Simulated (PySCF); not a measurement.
# Electric field gradients and quadrupole coupling constants

Species: [B(CN)H3]-, CH₃BN (charge -1).
Structure used (PBE0-D3(BJ)/def2-SVP), in Å, numbered top down from 1:
```xyz
6
CH3BN angstrom
B     -0.008   -0.001   -0.521
C      0.016    0.002    1.067
N      0.035    0.003    2.233
H      1.157    0.004   -0.943
H     -0.605    1.010   -0.920
H     -0.595   -1.019   -0.916
```

Field gradients from the PBE0/pcSseg-1 density (PySCF, non-relativistic), principal values in atomic units, ordered |Vxx| ≤ |Vyy| ≤ |Vzz|:

```tsv
atom	Vxx	Vyy	Vzz
B1	-0.0381	-0.0381	0.0762
N3	0.4349	0.4351	-0.8700
```

Q: Find the asymmetry η = (Vxx − Vyy)/Vzz and the couplings χ = eQV/h (234.96 MHz × Q in barn × V in au), with Q(11B) = 0.04059 b, Q(14N) = 0.02044 b.

A: 
```
atom                environment  nucleus     η  χzz (MHz)  χxx (MHz)  χyy (MHz)
  B1  boron bonded to C and 3 H      11B  0.00      0.727     -0.363     -0.363
  N3       nitrogen bonded to C      14N  0.00     -4.178      2.089      2.090
```

The gradient is axial or nearly so (η below 0.05) at B1 and N3. The tensor is traceless: Vxx + Vyy + Vzz = 0.

Q: What is Vzz at B1 in SI units (1 au = 9.71736 × 10²¹ V/m²)?

A: 0.0762 au = 0.741 × 10²¹ V/m².

Q: And the gradient at the other heavy atoms, for which no coupling is worked out here?

A: 
| atom | environment | Vzz (au) | η |
| --- | --- | --- | --- |
| C2 | carbon bonded to B and N | -0.625 | 0.00 |

Q: What couplings would deuterons (Q(2H) = 0.00286 b) have in place of the hydrogens, at this geometry?

A: 
```json
{"atom": "H4", "bonded to": "B1", "bond length (Å)": "1.240", "Vzz (au)": "0.1916", "η": "0.04", "χzz (kHz)": "129"}
{"atom": "H5", "bonded to": "B1", "bond length (Å)": "1.240", "Vzz (au)": "0.1917", "η": "0.04", "χzz (kHz)": "129"}
{"atom": "H6", "bonded to": "B1", "bond length (Å)": "1.240", "Vzz (au)": "0.1917", "η": "0.04", "χzz (kHz)": "129"}
```

Geometry: PBE0-D3(BJ)/def2-SVP; no solvent, vibrations or thermal averaging. The pcSseg-1 basis has no diffuse functions, a weakness for an anion. These gradients aren't converged with respect to the basis.
